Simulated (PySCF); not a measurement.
Structure elucidation problem

The spectra below were simulated for a compound C5H5N.

1H NMR (600 MHz, computed): δ 7.18 (m, 1H), 6.69 (tt, J = 12.5, 1.1 Hz, 1H), 5.96 (dq, J = 11.5, 1.4 Hz, 1H), 5.89 (dq, J = 18.3, 1.2 Hz, 1H), 5.14 (dq, J = 12.5, 1.4 Hz, 1H).

13C{1H} NMR (computed): δ 157.9 (CH), 142.0 (CH), 135.8 (CH2), 120.7 (C), 105.2 (CH).

Method: J couplings at B3LYP/pcJ-1 (spin–dipole term only in couplings to heteroatoms), geometry: PBE0-D3(BJ)/def2-SVP, GIAO PBE0/pcSseg-1 shieldings, in PySCF 2.14.0 with density-fitted response routines (non-relativistic, a single conformation, no solvent model).

δ = σ(ref) − σ, references computed at the same level: TMS for 1H (31.27 ppm) and 13C (184.41 ppm).

Choose the structure that fits.
A. C=C/C=C\C#N
B. CC#C[C@@H]1C=N1
C. CC1=C[C@@H]1C#N

Results:

A. 

1. Rings plus π bonds: 4 (no ring in the answer).
2. 5 carbon signals for 5 carbons: no two carbons are equivalent.
3. Carbon types of the structure: 1 × C, 3 × CH, 1 × CH2, which accounts for all hydrogens.
4. δC 157.9, 142.0, 105.2: alkene CH; an sp2 carbon of a C=C bond.
5. δC 135.8: terminal =CH2 carbon; the olefinic region.
6. δC 120.7: nitrile carbon; this is the usual window of a C≡N carbon, which has no attached hydrogen.
7. δH 7.18, 6.69, 5.14: hydrogen on an alkene CH; attached to an sp2 carbon and in the plane of the double bond.
8. δH 5.96, 5.89: hydrogen on a terminal =CH2 carbon; a vinylic proton, deshielded by the sp2 carbon and the C=C anisotropy.
9. The protons at 6.69 and 5.14 share a coupling of 12.5 Hz (vicinal, cis across C=C).

The others: CC1=C[C@@H]1C#N would give 3 signals for carbon-bound and other non-exchanging H, not 5; CC#C[C@@H]1C=N1 would give 3 signals for carbon-bound and other non-exchanging H, not 5.

Multiplet labels drop couplings under 1 Hz and merge nearly equal ones. Unscaled 3J(H,H) at this level run about 10 % above measured values. Shifts are as computed. Against solution values, carbons near 30 ppm lie about +2 ppm off and those near 130 ppm about +5 ppm. Of 1211 compounds with measured shifts, 218 miss one by over three times the rms of a fit or turn the order of signals round; such compounds aren't used in these exercises.
